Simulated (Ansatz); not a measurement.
Ideal-gas functions of C$_{2}$H$_{3}$NS (`N=C1CS1`) at 298.15 K and 1 bar, from an Ansatz frequency run at PBE0-D4/def2-TZVP.

Molar mass 73.12 g/mol, point group Cs (symmetry number 1), electronic degeneracy 1, moments of inertia 35.294, 91.647, 123.539 u Å². Harmonic wavenumbers (cm⁻¹, unscaled): 417, 424, 621, 699, 805, 916, 954, 1030, 1074, 1198, 1449, 1833, 3119, 3210, 3481.

Use S(trans) = R[1.5 ln M + 2.5 ln T − 1.1517]; rotational temperatures θ = 24.2544 K / I; S(rot) = R[ln(√π/σ · √(T³/θAθBθC)) + 1.5]; for each mode x = 1.438777 ν̃/T, S = R[x/(eˣ − 1) − ln(1 − e⁻ˣ)] and H = RT x/(eˣ − 1); 1 cm⁻¹ = 0.0119627 kJ/mol; R = 8.31446 J/(mol·K).

Task: By hand: the entropy, in J/(mol·K).

Result: Translation 162.4. Rotation: θ = 0.6872, 0.2647, 0.1963 K, giving 102.1. Vibration, mode by mode: 3.77, 3.68, 1.74, 1.29, 0.85, 0.55, 0.47, 0.35, 0.29, 0.17, 0.06, 0.01, 0.00, 0.00, 0.00, in all 13.2. Electronic 0.0. Sum 277.7 J/(mol·K).

Task: By hand: H − E and G − E in kJ/mol, counted from the electronic energy.

Result: Zero-point energy ½ × 21230 × 0.0119627 = 127.0; thermal vibration 2.9; translation, rotation and pV give 4 RT = 9.9. H − E = 139.8 kJ/mol, and G − E = 139.8 − 298.15 × 277.7/1000 = 57.0 kJ/mol.

Vibration gives 5 % of the entropy. The sum counts one conformer and one mirror image; others add a mixing term.
